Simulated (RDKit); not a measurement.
RDKit input (UFF):

```python
from rdkit import Chem
from rdkit.Chem import AllChem, rdDetermineBonds

mol = Chem.MolFromXYZFile('mol.xyz')
rdDetermineBonds.DetermineBonds(mol, charge=-1)
print('SMILES', Chem.MolToSmiles(Chem.RemoveHs(mol)))
ff = AllChem.UFFGetMoleculeForceField(mol)
e0 = ff.CalcEnergy()
flag = ff.Minimize(maxIts=5000, forceTol=1e-5)
print(f'energy {e0:.4f} -> {ff.CalcEnergy():.4f} kcal/mol, converged: {flag == 0}')
print(Chem.MolToXYZBlock(mol))
```
mol.xyz:
```
5

C      0.13152232     0.38672480     0.01599482
C      1.26715633    -0.26934746    -0.00652910
F     -1.14692546    -0.29258346    -0.01565564
H     -0.14655768     1.44553984     0.05762139
H      2.07681501     0.48344726     0.02648506
```

Output:

```
SMILES [H]/[C-]=C/F
energy 15.2740 -> 0.0676 kcal/mol, converged: True
5

C      0.017529    0.391377    0.015795
C      1.224477   -0.166774   -0.002551
F     -1.090634   -0.391762   -0.019452
H     -0.086132    1.470768    0.058842
H      2.116769    0.450173    0.025282
```

The dipole moment of an ion depends on the origin.

The geometry given is a B3LYP-D3(BJ)/def2-TZVP minimum.
